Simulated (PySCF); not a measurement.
# From a raw peak list to a structure

Formula C₅H₇F. The spectrum was simulated from the full spin Hamiltonian at 600 MHz with 1.2 Hz Lorentzian lines, from shifts rounded to 0.01 ppm and J to 0.1 Hz, couplings under 1 Hz left out.

```
region  integral (H)    ppm      Hz  height
     1             1  2.444  1466.6      17
     1                2.436  1461.4      17
     2             3  1.546   927.6     100
     3             3  1.514   908.5     100
```

¹³C{¹H} NMR (computed): δ 88.0 (d, J = 29.0 Hz), 85.0 (d, J = 223.0 Hz), 80.2 (d, J = 7.5 Hz), 30.9 (d, J = 26.4 Hz).

Theory: J couplings at B3LYP/pcJ-1 (spin–dipole term only in couplings to heteroatoms), NMR shieldings at PBE0/pcSseg-1/GIAO, coordinates at the PBE0-D3(BJ)/def2-SVP level, in PySCF 2.14.0 with density-fitted response routines (isolated molecule, rapidly exchanging positions averaged, one computed conformer, no relativistic terms).

Chemical shifts δ = σref − σ; TMS for ¹H (31.27 ppm) and ¹³C (184.41 ppm), all at this level.

Q: Analyse the multiplets.

A: ¹H NMR (600 MHz, computed): δ 2.44 (d, J = 5.2 Hz, 1H), 1.53 (d, J = 19.1 Hz, 6H). These are first-order names from the parameters used; overlap and second-order distortion can hide them in the list.

Q: What is the compound?

A: `FC(C#C)(C)C`.

Atoms are numbered as in `[CH:1]#[C:2][C:3]([CH3:4])([CH3:5])[F:6]`; H(Xn) means a hydrogen on atom n.

- δ 2.44: H(C1), hydrogen on a terminal alkyne carbon, coupled to F6 (5.2 Hz).
- δ 1.53: H(C4)/H(C5), hydrogen on a methyl carbon, coupled to F6 (19.1 Hz).

This is the structure that produced the data.

Common functionals overestimate the size of one-bond C–F couplings by tens of Hz; these are unscaled. Splittings below 1 Hz are ignored in the labels, and close J values are merged. Shifts are as computed. Against solution values, carbons near 30 ppm lie about +2 ppm off and those near 130 ppm about +5 ppm. Of 1211 compounds with measured shifts, 218 miss one by over three times the rms of a fit or turn the order of signals round; such compounds aren't used in these exercises.
